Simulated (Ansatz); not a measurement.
## Ansatz (development build ahead of 0.2.0) run

```yaml
crystal:
  periodic: [false, false, false]
  atoms:
    - { symbol: Li, position_ang: [0.00387, -0.00272, -0.40827] }
    - { symbol: H, position_ang: [-0.0091, -0.00121, 1.20235] }
basis:
  gaussian: { orbitals: STO-3G }
hamiltonian:
  xc: hf
correlation:
  method: mp2
  frozen_orbitals: { H: 0, Li: 0 }
```

The input is written out in the form of the current development build from the run's settings.

The run gave:

```
Converged                       : yes
Reference energy                : -7.86150 hartree
Correlation energy              : -0.01299 hartree
Total energy                    : -7.87449 hartree
Spin squared of the determinant : 0.000
```
